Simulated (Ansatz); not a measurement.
**C2H7Si (SMILES C[SiH]C): the vertical ionisation energy from total energies**

C2H7Si: 10 atoms, total charge 0, spin state doublet. SMILES: `C[SiH]C`. The shape is that of a PBE0-D4/def2-TZVP optimisation.

Both states at this one shape; open shells run unrestricted unless said. 1 Eh = 27.2114 eV.

| level | program | doublet C2H7Si (Eh) | singlet C2H7Si+ (Eh) |
| --- | --- | --- | --- |
| U-revPBE/6-311+G** | Ansatz | -369.825441 | -369.545757 |
| UB3LYP/6-31G* (spherical functions) | Ansatz | -369.881205 | -369.602154 |
| UB3LYP/6-311+G** | Ansatz | -369.938431 | -369.655409 |

Work out the vertical ionisation energy at each level.


1. U-revPBE/6-311+G**: -369.545757 − (-369.825441) = 0.279684 Eh = 7.61 eV.
2. UB3LYP/6-31G* (spherical functions): -369.602154 − (-369.881205) = 0.279051 Eh = 7.59 eV.
3. UB3LYP/6-311+G**: -369.655409 − (-369.938431) = 0.283022 Eh = 7.70 eV.

No measured value is set beside it here; the levels span 7.59 to 7.70 eV.
